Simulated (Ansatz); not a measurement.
# C5H9F: ranking of conformers, by script

Aim: a ranking of conformers, for C5H9F, run from a script. SMILES: C=CC(C)CF.

Program: the Python package of Ansatz 0.2.0. Level of theory: PBE+D3(BJ)/6-31G*. These are calculated values, not measurements.

## Step 1: The structure

The script builds its own geometries from the SMILES C=CC(C)CF.

No structure file is read: the coordinates are typed or built in the script.

## Step 2: The script

Contents of c5h9f.py:

```python
"""Rank force-field conformers of C5H9F by single points."""

import ansatz as az
from rdkit import Chem
from rdkit.Chem import AllChem


def main() -> None:
    rd = Chem.AddHs(Chem.MolFromSmiles("C=CC(C)CF"))
    ids = list(AllChem.EmbedMultipleConfs(rd, numConfs=20, randomSeed=189, pruneRmsThresh=0.4))
    field = [energy for _, energy in AllChem.MMFFOptimizeMoleculeConfs(rd)]
    distinct = {round(e, 2): i for i, e in zip(ids, field)}
    chosen = sorted(distinct.items())[:3]
    found = []
    for force_field, index in chosen:
        molecule = az.Crystal.molecule()
        for atom, xyz in zip(rd.GetAtoms(), rd.GetConformer(index).GetPositions()):
            molecule = molecule.atom(atom.GetSymbol(), xyz.round(5).tolist())
        base = (
            molecule.calculation()
            .basis(gaussian="6-31G*")
            .functional("pbe", dispersion="d3bj")
        )
        found.append(base.run(threads=1, pin="off").report["free_energy_ev"])
    print("conformer   MMFF (kcal/mol)   this level (eV)")
    for (force_field, index), e in zip(chosen, found):
        print(f"{index:9d} {force_field - chosen[0][0]:17.2f} {(e - min(found)):17.3f}")


if __name__ == "__main__":
    main()
```

## Step 3: The input behind the calls

The package turns the script's settings into the engine's input (first run):

```yaml
crystal:
  periodic: [false, false, false]
  atoms:
    - { symbol: C, position_ang: [2.26933, 0.18574, 0.17176] }
    - { symbol: C, position_ang: [0.98825, 0.18948, 0.56228] }
    - { symbol: C, position_ang: [-0.17939, -0.12286, -0.34437] }
    - { symbol: C, position_ang: [-1.0686, 1.11156, -0.49475] }
    - { symbol: C, position_ang: [-0.98601, -1.30824, 0.19242] }
    - { symbol: F, position_ang: [-1.54077, -0.98878, 1.39383] }
    - { symbol: H, position_ang: [2.55815, -0.04377, -0.84904] }
    - { symbol: H, position_ang: [3.06275, 0.41929, 0.87572] }
    - { symbol: H, position_ang: [0.75283, 0.42844, 1.59929] }
    - { symbol: H, position_ang: [0.19388, -0.39606, -1.33979] }
    - { symbol: H, position_ang: [-0.50518, 1.95117, -0.91707] }
    - { symbol: H, position_ang: [-1.47997, 1.4342, 0.46841] }
    - { symbol: H, position_ang: [-1.90855, 0.90326, -1.16625] }
    - { symbol: H, position_ang: [-0.35623, -2.19193, 0.33724] }
    - { symbol: H, position_ang: [-1.80048, -1.57148, -0.48968] }
basis:
  gaussian:
    orbitals: "6-31G*"
hamiltonian:
  xc: pbe
  dispersion: d3bj
```

## Step 4: The run

Run with:

```console
$ python c5h9f.py
```

**Question.** What results will this script give? Wanted: lowest; next above it by.

**Answer**, as computed:

```
        quantity     value
   runs compared         3
          lowest     run 1
next above it by  0.005 eV
```

**Reading.** The structures are force-field minima, not relaxed at this level. Of those tried, run 1 is lowest; run 2 lies 0.005 eV above it, too close to rank at these settings. The conformers keep their force-field geometries.
